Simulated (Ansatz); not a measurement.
Ansatz (an electronic-structure program) input (MP2/6-311+G**): The .json file is the Basis Set Exchange's 6-311+G**.

Ansatz 0.2 input:
```yaml
crystal:
  periodic: [false, false, false]
  atoms:
    - {symbol: C, position_ang: [-0.00000000, -0.00000000, -0.59802389]}
    - {symbol: N, position_ang: [0.00000000, 0.00000000, 0.53145448]}
    - {symbol: H, position_ang: [-0.00000000, -0.00000000, -1.67932452]}
    - {symbol: H, position_ang: [0.00000000, 0.00000000, 1.54728651]}
basis:
  gaussian:
    orbitals: 6-311+G__.json
total_charge: 1
magnetization: {spin_polarized: false}
correlation: {method: mp2, electrons: outside_noble_gas}
```

Output:

```
Functional definition: HF
integrals: 0.01 GiB planned
450 factors; integrals over basis functions are off by at most 1.1e-3 eV
mean field: 0.08 GiB planned
mean field evaluation 1: about -2531.7073 eV, gradient 4.6e1 eV
mean field evaluation 2: about -2531.7354 eV, gradient 4.6e1 eV
mean field evaluation 4: about -2535.6543 eV, gradient 4.6e0 eV
mean field evaluation 8: about -2535.7052 eV, gradient 2.0e-5 eV
mean field -2535.70519318 eV, -93.1854470865 hartree, gradient 1.3e-6 eV, S^2 0.000000; 0 other end points of the search recorded, 0 dependent functions left out
2 core orbitals not correlated
reference -2535.70519318 eV, -93.1854470865 hartree; 5, 5 occupied and 49, 49 virtual orbitals, 450 factors
second order -8.02085554 eV of doubles, -0.00000000 eV of singles
Total energy: -2543.72604872 eV, -93.4802080909 hartree
```

The dipole moment of an ion depends on the origin.
